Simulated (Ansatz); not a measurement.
Band gap (eV) of solids drawn from the class of halides, at two levels: PBE in Ansatz (PAW), and B3LYP (VWN-RPA form) (Ansatz, an electronic-structure program, PAW).

PBE values are at the measured cell, B3LYP (VWN-RPA form) values at the measured cell.

```
solid                    PBE  B3LYP (VWN-RPA form)
----------------------  ----  --------------------
CsCl-type TlCl          2.09                  3.34
CsCl-type TlBr          1.86                     ?
rock-salt AgBr          0.68                  2.32
rock-salt AgCl          0.91                  2.71
cubic perovskite KMgF3  7.31                  9.81
rutile MnF2             2.21                  4.90
cubic perovskite KZnF3  3.86                  6.50
```

Task: Estimate the withheld B3LYP (VWN-RPA form) value from the other rows.

Result: One way: carry over the typical difference. The differences B3LYP (VWN-RPA form) − PBE of the other rows, in order: 1.25, 1.64, 1.80, 2.50, 2.64, 2.69; median 2.150. CsCl-type TlBr: 1.86 + (2.150) = 4.01 eV; the run gives 3.04 eV. The differences spread from 1.25 to 2.69, so such an estimate is rough. CsCl-type TlBr lies outside that spread.

Over all 7 rows B3LYP (VWN-RPA form) is the larger in 7.

Ansatz's runs of these crystals have no spin polarisation, but for rutile MnF2.

Density-functional runs with spin start from opposed moments for rutile MnF2.

Levels without +SOC have no spin–orbit coupling; where heavier elements are present it shifts gaps, mostly down, and can invert bands. Density-functional gaps are differences of (generalised) Kohn–Sham levels. Ansatz's density-functional and Hartree–Fock values are scalar-relativistic unless marked +SOC, with PAW data made under PBE.
